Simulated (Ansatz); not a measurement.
Ideal-gas functions of CH₄BN (`B1CN1`) at 800 K and 1 bar, from an Ansatz frequency run at PBE0-D4/def2-TZVP.

Molar mass 40.86 g/mol, point group Cs (symmetry number 1), electronic degeneracy 1, moments of inertia 17.643, 23.319, 37.612 u Å². Harmonic wavenumbers (cm⁻¹, unscaled): 270, 756, 769, 921, 955, 969, 1015, 1132, 1176, 1452, 1552, 2749, 3073, 3142, 3688.

Use S(trans) = R[1.5 ln M + 2.5 ln T − 1.1517]; rotational temperatures θ = 24.2544 K / I; S(rot) = R[ln(√π/σ · √(T³/θAθBθC)) + 1.5]; for each mode x = 1.438777 ν̃/T, S = R[x/(eˣ − 1) − ln(1 − e⁻ˣ)] and H = RT x/(eˣ − 1); 1 cm⁻¹ = 0.0119627 kJ/mol; R = 8.31446 J/(mol·K).

Question: By hand: the entropy, in J/(mol·K).

Answer: Translation 175.6. Rotation: θ = 1.3747, 1.0401, 0.6449 K, giving 100.9. Vibration, mode by mode: 14.40, 6.37, 6.25, 5.01, 4.77, 4.67, 4.38, 3.71, 3.48, 2.35, 2.04, 0.35, 0.22, 0.19, 0.08, in all 58.3. Electronic 0.0. Sum 334.8 J/(mol·K).

Question: By hand: H − E and G − E in kJ/mol, counted from the electronic energy.

Answer: Zero-point energy ½ × 23619 × 0.0119627 = 141.3; thermal vibration 28.4; translation, rotation and pV give 4 RT = 26.6. H − E = 196.3 kJ/mol, and G − E = 196.3 − 800 × 334.8/1000 = -71.5 kJ/mol.

Vibration gives 17 % of the entropy.
